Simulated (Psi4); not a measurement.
**C2H3F3 (1,1,2-trifluoroethane) at HSE06/def2-SVP**

Aim: the vertical ionisation energy of C2H3F3 (1,1,2-trifluoroethane) at HSE06/def2-SVP, from 2 runs. 

Program for the calculation: Psi4 1.11.

7 further runs of the same task are left out: 4 that didn't finish, 3 set aside as unsound or not needed.

## Step 1: The system as given

The species is C2H3F3 (8 atoms), meant as a singlet with charge 0. SMILES: `FCC(F)F`. The shape is that of a PBE0-D4/def2-TZVP optimisation. This is one conformer, not always the lowest.

Bond lengths: F1–C2 1.372 Å, C2–C3 1.509 Å, C3–F4 1.352 Å, C3–F5 1.356 Å, C2–H6 1.093 Å, C2–H7 1.093 Å, C3–H8 1.095 Å. Some angles: F1–C2–C3 109.3°, C2–C3–F4 110.4°, C2–C3–F5 108.3°, F4–C3–F5 107.9°, F1–C2–H6 109.4°, F1–C2–H7 109.2°, C3–C2–H6 109.5°, C3–C2–H7 109.4°, C2–C3–H8 113.0°, F4–C3–H8 108.2°.

## Step 2: Energy and gradient at HSE06/def2-SVP

Contents of calc.inp:

```
memory 1.6 GB

molecule m {
  F     -2.15957902    -1.28690349     2.19794046
  C     -0.35564646     0.36868557     1.34510706
  C      0.32673365    -0.28799426    -1.34416219
  F      1.55751227    -2.52429616    -1.42957781
  F      1.91183592     1.51858391    -2.23403422
  H      1.32602082     0.22468844     2.53695732
  H     -1.11210382     2.28940320     1.41219233
  H     -1.32054062    -0.41007057    -2.58986965
  units bohr
  symmetry c1
}

set {
  puream true
  e_convergence 1e-09
  d_convergence 1e-08
  scf_type pk
  dft_radial_points 99
  dft_spherical_points 590
}

result, w = gradient("hse06/def2-SVP", return_wfn=True)
oeprop(w, "LOWDIN_CHARGES", "MULLIKEN_CHARGES", "WIBERG_LOWDIN_INDICES")
print_variables()
```

Started as:

```sh
psi4 -i calc.inp -o calc.out -n 1
```

calc.out:

```text
[...]
  Running in c1 symmetry.
[...]
  Nuclear repulsion =  191.359785649963328
[...]
  Multiplicity = 1
[...]
  Nalpha       = 21
  Nbeta        = 21
[...]
    Number of basis functions: 85
[...]
   @RKS iter   1:  -376.82157833921650   -2.58251e-01   5.08646e-03 ADIIS/DIIS
[...]
   @RKS iter  11:  -376.90165464999257   -2.66027e-11   8.89241e-09 DIIS
[...]
    Orbital Energies [Eh]
    ---------------------
    Doubly Occupied:
       1A    -24.776533     2A    -24.772210     3A    -24.757451
       4A    -10.383704     5A    -10.310706     6A     -1.263468
       7A     -1.208157     8A     -1.198916     9A     -0.776987
      10A     -0.660393    11A     -0.573899    12A     -0.563657
      13A     -0.545886    14A     -0.503590    15A     -0.494573
      16A     -0.437812    17A     -0.431531    18A     -0.408657
      19A     -0.395495    20A     -0.360212    21A     -0.335735
[...]
  @RKS Final Energy:  -376.90165464999257
   => Energetics <=
    Nuclear Repulsion Energy =            191.3597856499633281
    One-Electron Energy =                -902.2755094549473824
    Two-Electron Energy =                 367.2982980712122867
    DFT Exchange-Correlation Energy =     -33.2842289162208260
    Empirical Dispersion Energy =           0.0000000000000000
    VV10 Nonlocal Energy =                  0.0000000000000000
    Total Energy =                       -376.9016546499925653
[...]
 Multipole Moments:
 ------------------------------------------------------------------------------------
     Multipole            Electronic (a.u.)      Nuclear  (a.u.)        Total (a.u.)
 ------------------------------------------------------------------------------------
 L = 1.  Multiply by 2.5417464519 to convert [e a0] to [Debye]
 Dipole X            :          0.9776667           -1.2002167           -0.2225500
 Dipole Y            :         -1.6555270            2.1837562            0.5282292
 Dipole Z            :         -1.3275385            1.4030447            0.0755063
 Magnitude           :                                                    0.5781486
[...]
  -Total Gradient:
     Atom            X                  Y                   Z
    ------   -----------------  -----------------  -----------------
       1       -0.002608519649    -0.001998926650     0.001540940121
       2        0.008393498874     0.009161283716     0.001437858710
       3       -0.010865075765     0.000358926728    -0.001194686418
       4        0.002058435192    -0.002295534008    -0.000957630785
       5        0.002178559053     0.001314210162    -0.001295975272
       6       -0.005526607662    -0.000562740522    -0.002274060908
       7        0.000829956392    -0.005978813600     0.000092809957
       8        0.005543686418    -0.000021742886     0.002652225750
[...]
  Mulliken Charges: (a.u.)
   Center  Symbol    Alpha    Beta     Spin     Total
       1     F     4.63652  4.63652  0.00000 -0.27304
       2     C     2.89203  2.89203  0.00000  0.21594
       3     C     2.80962  2.80962  0.00000  0.38077
       4     F     4.61313  4.61313  0.00000 -0.22627
       5     F     4.61763  4.61763  0.00000 -0.23526
       6     H     0.47350  0.47350  0.00000  0.05301
       7     H     0.47549  0.47549  0.00000  0.04902
       8     H     0.48208  0.48208  0.00000  0.03584
   Total alpha = 21.00000, Total beta = 21.00000, Total charge =  0.00000
[...]
```

It took 47 s on 1 thread of Intel Xeon Platinum 8375C at 2.90GHz (Ice Lake), shared host; peak memory 0.84 GiB.

## Step 3: The doublet cation: the energy at UHSE06/def2-SVP

Contents of c2h3f3.xyz:

```xyz
8
C2H3F3
F     -1.142800    -0.681000     1.163100
C     -0.188200     0.195100     0.711800
C      0.172900    -0.152400    -0.711300
F      0.824200    -1.335800    -0.756500
F      1.011700     0.803600    -1.182200
H      0.701700     0.118900     1.342500
H     -0.588500     1.211500     0.747300
H     -0.698800    -0.217000    -1.370500
```

Contents of job.py:

```python
import psi4

psi4.set_memory('1600 MB')
psi4.set_num_threads(1)
psi4.core.set_output_file('psi4.out', False)

with open('c2h3f3.xyz') as f:
    atoms = ''.join(f.readlines()[2:])
m = psi4.geometry('1 2\n' + atoms + 'symmetry c1')

options = {'basis': 'def2-SVP', 'reference': 'uks', 'puream': True, 'e_convergence': 1e-09, 'd_convergence': 1e-08, 'scf_type': 'pk', 'dft_radial_points': 99, 'dft_spherical_points': 590, 'maxiter': 200}
psi4.set_options(options)

energy_value, wavefunction = psi4.energy('hse06', molecule=m, return_wfn=True)
psi4.oeprop(wavefunction, 'MAYER_INDICES', 'LOWDIN_CHARGES', 'WIBERG_LOWDIN_INDICES', title='HSE06')
print(f'total energy {energy_value:.8f} hartree = {energy_value * 27.211386:.5f} eV')
```

Started as:

```sh
python job.py
```

psi4.out:

```text
[...]
  Running in c1 symmetry.
[...]
  Nuclear repulsion =  191.359785586364609
[...]
  Multiplicity = 2
[...]
  Nalpha       = 21
  Nbeta        = 20
[...]
    Number of basis functions: 85
[...]
   @UKS iter   1:  -376.41658407430066    1.46743e-01   3.25480e-03 ADIIS/DIIS
[...]
   @UKS iter  16:  -376.45380078233700    3.21165e-11   8.21050e-09 DIIS
[...]
   @S^2 Observed:                7.528187533E-01
[...]
    Orbital Energies [Eh]
    ---------------------
    Alpha Occupied:
       1A    -25.084247     2A    -25.082512     3A    -25.073339
       4A    -10.702384     5A    -10.613260     6A     -1.562547
       7A     -1.509640     8A     -1.497546     9A     -1.086714
      10A     -0.950039    11A     -0.868776    12A     -0.852970
      13A     -0.844662    14A     -0.791481    15A     -0.779534
      16A     -0.734760    17A     -0.732962    18A     -0.695891
      19A     -0.694636    20A     -0.648726    21A     -0.642381
    Alpha Virtual:
      22A     -0.217891    23A     -0.166323    24A     -0.143445
      25A     -0.118478    26A     -0.089538    27A     -0.076355
[...]
  @UKS Final Energy:  -376.45380078233700
   => Energetics <=
    Nuclear Repulsion Energy =            191.3597855863646089
    One-Electron Energy =                -890.0176021818992922
    Two-Electron Energy =                 355.1141833053356436
    DFT Exchange-Correlation Energy =     -32.9101674921379725
    Empirical Dispersion Energy =           0.0000000000000000
    VV10 Nonlocal Energy =                  0.0000000000000000
    Total Energy =                       -376.4538007823369981
[...]
 Multipole Moments:
 ------------------------------------------------------------------------------------
     Multipole            Electronic (a.u.)      Nuclear  (a.u.)        Total (a.u.)
 ------------------------------------------------------------------------------------
 L = 1.  Multiply by 2.5417464519 to convert [e a0] to [Debye]
 Dipole X            :          0.7195373           -1.2002167           -0.4806794
 Dipole Y            :         -1.4085252            2.1837562            0.7752311
 Dipole Z            :         -1.1720109            1.4030447            0.2310339
 Magnitude           :                                                    0.9409636
[...]
```

On the terminal:

```text
total energy -376.45380078 hartree = -10243.82968 eV
```

Wall time 69 s (1 thread of Intel Xeon Platinum 8375C at 2.90GHz (Ice Lake), shared host); peak memory 0.83 GiB.

## Step 4: What came out

At HSE06/def2-SVP:

```
                                          quantity          value
                      singlet C2H3F3: total energy  -376.90165 Eh
                     singlet C2H3F3: dipole moment         1.47 D
                       singlet C2H3F3: HOMO energy       -9.14 eV
                       singlet C2H3F3: LUMO energy        1.66 eV
                     singlet C2H3F3: HOMO–LUMO gap       10.79 eV
          singlet C2H3F3: largest force on an atom     0.643 eV/Å
                      doublet cation: total energy  -376.45380 Eh
doublet cation: HOMO energy (highest over α and β)      -17.27 eV
 doublet cation: LUMO energy (lowest over α and β)      -15.25 eV
                              doublet cation: ⟨S²⟩          0.753
vertical ionisation energy (to the doublet cation)      12.187 eV
```

What this shows: Removing an electron at fixed nuclei costs 12.19 eV (281 kcal/mol). The largest force (singlet C2H3F3) is 0.64 eV/Å: the shape isn't a stationary point for this species at this level. −ε(HOMO) before ionisation, 9.14 eV, is 3.05 eV below this ionisation energy.
